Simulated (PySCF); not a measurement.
**How methods differ on the electron affinity of P**

P⁻ [Ne] 3s2 3p4 (3P) → P [Ne] 3s2 3p3 (4S), as a difference of total energies. Calculation: PySCF 2.14, in x2c-TZVPPall with one added diffuse shell each of s, p, d type (6s6p4d1f, 51 functions); scalar relativity by spin-free X2C-1e. Correlated levels: valence and next inner shell: 1s2 frozen. The calculations carry no spin-orbit coupling.

```csv
method,electron affinity (eV),plus first-order spin-orbit estimate,error of that sum (eV)
UHF,-0.347,-0.334,-1.081
MP2 (valence and next inner shell),0.391,0.403,-0.344
SCS-MP2 (valence and next inner shell),0.457,0.470,-0.277
CCSD (valence and next inner shell),0.472,0.485,-0.262
CCSD(T) (valence and next inner shell),0.535,0.548,-0.199
```

Reference: 0.747 eV (measured; photodetachment measurements, as compiled on the Wikipedia data page of electron affinities).

A first-order spin-orbit estimate (lowest level to lowest level, LS coupling) adds 0.012 eV.

Errors of the correlated levels include the incompleteness of this basis and the frozen core.

A negative affinity means that the anion lies above the atom at that level of theory.
